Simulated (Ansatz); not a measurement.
Diamond, treated with PBE (plane waves, PAW; Ansatz, a program for electronic structure).

Settings: plane-wave cutoff 520 eV, 16×16×16 k mesh, scalar-relativistic PAW data made under PBE.

The cell has the measured lattice: a = b = c = 3.567 Å, α = β = γ = 90.00°.

Problem. Give the computed Voigt–Reuss–Hill shear modulus (Hill average), Poisson ratio and Young modulus.

Solution. 
- Voigt–Reuss–Hill shear modulus (Hill average): 522 GPa
- Poisson ratio: 0.075
- Young modulus: 1122 GPa

Note: the cell isn't this level's own, so it is under some stress, which shifts stiffness and frequencies.

Elastic constants are with the ions relaxed.

Static lattice: no zero-point or thermal effects.
